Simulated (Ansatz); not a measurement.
# [H···H···Cl], doublet: transfer scan

Starting geometry:

```
atom   x (Å)   y (Å)    z (Å)
   H  0.0000  0.0000  -1.1410
   H  0.0000  0.0000  -0.3960
  Cl  0.0000  0.0000   1.5370
```

From there H2 is moved from one fragment to the other while all else, the fragments' distance too, stays fixed, so the hump isn't the reaction's barrier; atoms are numbered as listed. Energies are in kcal/mol, counted from the starting geometry at the same level. Kohn–Sham curves are unrestricted where that lies lower.

Basis 6-31G; Ansatz 0.2.0. Only valence electrons are correlated (noble-gas cores frozen).

In so small a basis the reference is far from its limit while semilocal and hybrid functionals are nearer theirs (RPA and double hybrids share much of the reference's basis error), so the functionals' errors here hold much of the reference's basis and frozen-core error, which can add to them or hide them.

Full CI is exact within this basis and frozen core; it isn't the basis-set limit.

| distance H1-H2 (Å) | full CI | PBE | revPBE | r2SCAN | PBE0 | B3LYP | wB97M-V | B2PLYP | PBE-QIDH | RPA-PBE |
| --- | --- | --- | --- | --- | --- | --- | --- | --- | --- | --- |
| 0.693 | 0.6 | 2.2 | 1.9 | 1.6 | 1.6 | 1.5 | 1.1 | 0.9 | 0.7 | 0.4 |
| 0.745 | 0.0 | 0.0 | 0.0 | 0.0 | 0.0 | 0.0 | 0.0 | 0.0 | 0.0 | 0.0 |
| 0.828 | 3.0 | 0.3 | 0.7 | 1.0 | 1.3 | 1.5 | 2.1 | 2.4 | 2.8 | 3.3 |
| 0.912 | 8.4 | 2.9 | 3.8 | 4.2 | 4.9 | 5.3 | 6.6 | 7.2 | 7.9 | 9.1 |
| 0.995 | 13.7 | 5.9 | 7.1 | 7.3 | 8.6 | 9.4 | 11.1 | 11.9 | 12.8 | 15.0 |
| 1.078 | 17.2 | 8.2 | 9.6 | 9.4 | 11.1 | 12.4 | 14.2 | 15.1 | 15.8 | 19.4 |
| 1.161 | 18.3 | 9.3 | 10.9 | 10.0 | 12.0 | 14.0 | 15.2 | 16.2 | 16.3 | 21.4 |
| 1.245 | 17.6 | 9.7 | 11.4 | 10.0 | 11.7 | 14.4 | 14.9 | 15.9 | 15.1 | 21.7 |
| 1.328 | 16.9 | 10.5 | 12.3 | 10.6 | 11.7 | 15.2 | 14.8 | 15.7 | 14.0 | 21.7 |
